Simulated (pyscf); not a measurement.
Single points on ωB97X-D3(BJ)/def2-SVP structures (PySCF, gas phase). Correlated levels are frozen-core, on RHF or UHF. ΔMP2 is the change of the MP2 total energy from the triple- to the quadruple-zeta basis.

Task: H₂Al–O–SiH₃ + H₂O -> HO–SiH₂–OH + AlH₃
Surface: singlet. Broken: H–Si, Al–O, H–O. Formed: O–Si, H–O, Al–H. Give ΔE‡ and ΔE from CCSD(T)/def2-TZVPP + ΔMP2(QZVPP), relative to the separated reactants.

Result: ΔE‡ = 17.1 kcal/mol, ΔE = +13.5 kcal/mol. Zero-point energy shifts the barrier by +1.3 kcal/mol. It is a multi-bond step, with an imaginary mode of 1257i cm⁻¹. On the reactant side the descent ends in an adduct with a Al–Si, Al–H contact, 1.5 kcal/mol under the separated species and 13.7 kcal/mol under the saddle at ωB97X-D3(BJ)/def2-TZVP. On the product side the descent ends in an adduct with a Al–O contact, 23.3 kcal/mol under the separated species and 22.7 kcal/mol under the saddle at ωB97X-D3(BJ)/def2-TZVP. What is counted as formed (Al–H) is already present as a longer contact in the reactant adduct; forming that adduct is a step of its own. What is counted as broken (Al–O) persists as a longer contact in the product adduct; parting that adduct is a step of its own. At ωB97X-D3(BJ) the barrier from the zero used here is 12.2 kcal/mol. This is the saddle that the search found; another between the same sides may lie lower. The CCSD(T) − MP2 part came from Ansatz, without density fitting, on the same reference.
